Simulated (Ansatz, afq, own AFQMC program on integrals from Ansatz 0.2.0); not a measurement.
## B₂, triplet in cc-pVDZ, levels against full CI

```xyz
2

B     0.0000    0.0000    0.0000
B     0.0000    0.0000    1.6406
```

Basis cc-pVDZ. Only valence electrons are correlated. Integrals, coupled cluster, full CI and functionals: Ansatz 0.2.0; the random walks run on the same integrals in our own AFQMC program. The CISD trial takes its coefficients from CCSD amplitudes. Released means that phaseless walkers are propagated on without the constraint, phases kept. Error bars are statistical, one sigma.

Determinant: UHF, the one that the program's search chose, which needn't be the lowest solution. The geometry is a PBE0/def2-TZVP stationary point of this or a neighbouring charge and spin state.

Full CI on the same integrals is exact in this basis and with this determinant's frozen core.

Cautions: strong correlation (T1 0.083, weight of the determinant 0.78, largest double 0.18); (T) is large, 7 % of the CCSD correlation; unrestricted determinant spin contaminated (⟨S²⟩ 2.89 against 2.00); CCSD(T) is in doubt: in a space of 6 electrons in 9 natural orbitals full CI lies 139 meV below it; the released energies have errors that jump between times, so the bars are unsure, so no released level is given (meV from the phaseless value at times in 1/Eh: -19 ± 4 at 0.24, -45 ± 9 at 0.51, -47 ± 4 at 0.99, -61 ± 29 at 1.62, -83 ± 4 at 2.40).

* T1 diagnostic: 0.0826
* weight of the determinant in the CISD state: 0.784
* ⟨S²⟩ of the determinant: 2.887
* size of the correlated space: 6 electrons in 26 orbitals

Reference: full CI, correlation energy -3.670 eV. The cautions show a poor starting determinant, so the rows tell how each method copes with it here, and full CI is the sure value.

| level | E − E(reference) (kJ/mol) | share of correlation (%) |
| --- | --- | --- |
| HF | 354.1 | 0.00 |
| MP2 | 139.9 | 60.50 |
| CCSD | 45.6 | 87.12 |
| CCSD(T) | 22.8 | 93.56 |
| CCSDT | 4.7 | 98.69 |
| CCSDT(Q) | -0.8 | 100.23 |
| CCSDTQ | 0.3 | 99.91 |
| ph-AFQMC/HF | 24.1 ± 1.9 | 93.19 |
| ph-AFQMC/CISD | 10.1 ± 0.5 | 97.15 |

CCSDT and higher add their correlation energy to the determinant of the CCSD(T) run, since their own runs factorise the integrals more tightly (a shift of under 2 meV).
